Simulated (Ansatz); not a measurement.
A made-up structure of CH4BSi, doublet:

B1  (0.070, -0.025, 0.048)
Si2  (-1.456, 0.491, -0.970)
C3  (1.424, -0.481, 0.949)
H4  (-2.540, -0.422, -1.052)
H5  (-1.435, 1.765, -1.596)
H6  (2.259, -1.008, 0.500)
H7  (1.507, -0.262, 2.007)
(Å)

It is relaxed with PBE-D4/def2-SVP and then PBE0-D4/def2-TZVP (Ansatz 0.2.0). Atoms count as bonded within 1.22 times the sum of their covalent radii (H–H: 0.88 Å). The end point is not checked to be a true minimum.

Task: Does its bonding change? (A judgement: the text doesn't fix the answer.)

Result: Computed: No: no bond forms or breaks.

Where it ends: The first stage lowers the energy by 1.37 eV in 7 steps. It ends as CH₄BSi ([CH2][B][SiH2]):
B1  (0.201, -0.068, 0.134)
Si2  (-1.317, 0.445, -0.877)
C3  (1.312, -0.443, 0.874)
H4  (-2.509, -0.414, -1.041)
H5  (-1.423, 1.742, -1.579)
H6  (2.156, -0.973, 0.440)
H7  (1.409, -0.232, 1.936)
(Å)

Labels in which every atom is bracketed show which atoms are joined, not bond orders.

For scale, one of the runs: PBE0-D4/def2-TZVP relaxation, 123 basis functions, launched by `ansatz run in.yaml --threads 2 --pin off --events-out ev --progress --plain --max-ram 4352MiB`. Hardware: 2 CPU threads of an Arm Neoverse N1, shared host. Wall time about 29 s.
